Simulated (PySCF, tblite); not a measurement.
Breaking a bond: SMILES CC. The C1–H8 bond (C1 also carries C, H, H; H8 carries nothing else) is stretched with both fragments frozen at the PBE0/def2-TZVP optimised geometry.

- GFN2-xTB, 300 K electronic temperature (tblite)
- RHF/6-31G* = restricted Hartree-Fock/6-31G*, spherical d run with PySCF
- RKS-B3LYP/3-21G = restricted B3LYP/3-21G in PySCF
- UKS-PBE0 = PySCF with unrestricted PBE0/def2-TZVP

Energies relative to the lowest point of each curve near equilibrium, in kJ/mol; the last columns give the difference from UKS-PBE0:

```
R / Å  GFN2-xTB  RHF/6-31G*  RKS-B3LYP/3-21G  UKS-PBE0  GFN2-xTB − UKS-PBE0  RHF/6-31G* − UKS-PBE0  RKS-B3LYP/3-21G − UKS-PBE0
-----  --------  ----------  ---------------  --------  -------------------  ---------------------  --------------------------
0.82      211.1       215.6            220.5     211.0                  0.1                    4.6                         9.6
0.87      122.3       126.7            131.5     125.3                 -3.1                    1.4                         6.2
0.93       55.2        57.9             62.0      58.6                 -3.4                   -0.7                         3.4
0.99       18.4        19.3             22.2      20.6                 -2.1                   -1.3                         1.7
1.02        8.3         8.5             10.7       9.7                 -1.4                   -1.2                         1.0
1.07        0.5         0.4              1.1       0.8                 -0.3                   -0.4                         0.3
1.09        0.0         0.0              0.0       0.0                  0.0                    0.0                         0.0
1.14        3.7         4.6              2.7       3.3                  0.4                    1.4                        -0.6
1.17        8.7        10.6              7.3       8.2                  0.4                    2.3                        -0.9
1.21       17.8        21.4             16.3      17.7                  0.2                    3.7                        -1.3
1.27       35.6        42.4             34.3      36.4                 -0.8                    6.1                        -2.1
1.36       67.9        81.1             67.9      71.2                 -3.3                    9.9                        -3.3
1.46      107.6       129.5            110.2     115.0                 -7.4                   14.5                        -4.8
1.63      178.5       215.2            186.0     192.4                -13.9                   22.8                        -6.4
1.78      238.8       288.8            251.2     257.9                -19.1                   30.9                        -6.7
1.97      308.0       375.7            327.1     333.0                -25.0                   42.7                        -5.8
2.19      375.7       466.1            403.2     396.4                -20.7                   69.6                         6.7
2.42      431.9       548.8            469.0     431.0                  0.9                  117.8                        38.1
2.65      474.3       620.4            522.7     448.6                 25.7                  171.8                        74.1
2.98      515.1       706.4            582.4     459.9                 55.2                  246.5                       122.5
3.25      535.3       764.5            619.5     463.7                 71.5                  300.8                       155.7
```

GFN2-xTB is furthest from UKS-PBE0 at 3.25 (71.5 kJ/mol, above); its mean absolute difference over the points is 12.1 kJ/mol.

RHF/6-31G* is furthest from UKS-PBE0 at 3.25 (300.8 kJ/mol, above); its mean absolute difference over the points is 50.0 kJ/mol.

RKS-B3LYP/3-21G is furthest from UKS-PBE0 at 3.25 (155.7 kJ/mol, above); its mean absolute difference over the points is 21.5 kJ/mol.

The restricted form behind RHF/6-31G*, RKS-B3LYP/3-21G keeps the bonding electrons paired and can't separate into open-shell fragments. The unrestricted determinant behind UKS-PBE0 is spin-contaminated at 2.19 to 3.25 Å (<S²> up to 1.0, against 0.00 for a pure singlet).
